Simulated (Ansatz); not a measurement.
# CHS+: energies up the ladder

Aim: energies up the ladder, for CHS+, with the cost of each level. Charge +1.

Computed with Ansatz 0.2.0 (the levels named in each step, unless a step's input says otherwise).

**1. The system as given**

Bond lengths: C1–S2 1.483 Å, C1–H3 1.073 Å. Angles: S2–C1–H3 180.0°.

Structure file:

```xyz
3

C     0.0000    0.0000   -0.1368
S     0.0000    0.0000    1.3466
H     0.0000    0.0000   -1.2099
```

**2. A rough first relaxation, PBE-D4/def2-SVP**

The input, input.yaml:

```yaml
crystal:
  periodic: [false, false, false]
  atoms:
    - { symbol: C, position_ang: [0.0, 0.0, -0.13675] }
    - { symbol: S, position_ang: [0.0, 0.0, 1.34663] }
    - { symbol: H, position_ang: [0.0, 0.0, -1.20988] }
total_charge: 1
basis:
  gaussian: { orbitals: def2-SVP }
hamiltonian:
  xc: pbe
  dispersion: d4
relax:
  f_tol: 0.03
  max_steps: 200
```

Started as:

```sh
$ ansatz run input.yaml --threads 2 --pin off --max-ram 5120MiB --backend cpu --events-out ev --progress --plain --runs-dir out
```

The runs that follow: Relaxation, PBE0-D4/def2-TZVPP; Frequencies, PBE0-D4/def2-TZVPP; Single point, PBE-D4/def2-TZVPP; Single point, r2SCAN-D4/def2-TZVPP; Single point, B3LYP-D4/def2-TZVPP; Single point, wB97M-V/def2-TZVPP; Single point, B2PLYP/def2-TZVPP; Single point, LDA/def2-TZVPP; Single point, PBE0-D4/def2-SVP; Single point, PBE-D4/def2-SVP; Single point, CCSD(T)/def2-TZVPP; Single point, CCSD(T)/def2-QZVPP.

What does the calculation give? Wanted: C1–S2 at PBE0-D4/def2-TZVPP; frequencies at PBE0-D4/def2-TZVPP; energy at CCSD(T)/CBS.

As calculated:

```
                         quantity             value
      C1–S2 at PBE0-D4/def2-TZVPP           1.469 Å
frequencies at PBE0-D4/def2-TZVPP  821 to 3277 cm⁻¹
            energy at CCSD(T)/CBS     -11865.533 eV
```

No mode is imaginary, so the geometry is a minimum. These totals serve in differences with atoms or fragments at the same level; alone they don't rank the methods.
